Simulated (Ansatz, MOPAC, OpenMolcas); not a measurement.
A ladder of methods for SiH3F (SMILES F[SiH3])

The species is SiH3F (5 atoms), meant as a singlet with charge 0. SMILES: `F[SiH3]`. The coordinates come from a PBE0-D4/def2-TZVP relaxation.

Quantity: the HOMO–LUMO gap, in eV. The values are calculated.

| level | kind | program | value (eV) |
| --- | --- | --- | --- |
| PM6 | semi-empirical | MOPAC | 11.34 |
| HF/def2-TZVPP | Hartree–Fock | OpenMolcas | 16.27 |
| SVWN5/def2-TZVPP | LDA | Ansatz | 7.06 |
| PBE/def2-TZVPP | GGA | Ansatz | 7.28 |
| TPSS/def2-TZVPP | meta-GGA | OpenMolcas | 7.79 |
| B3LYP/def2-TZVPP | global hybrid | Ansatz | 9.19 |
| HSE06/def2-TZVPP | range-separated hybrid | Ansatz | 8.85 |
| PBE-QIDH/def2-TZVPP | double hybrid | Ansatz | 13.68 |

The values span 7.06 to 16.27 eV. Orbital gaps aren't excitation energies, and those of double hybrids come from the SCF part alone; they tend to grow with the share of exact exchange.
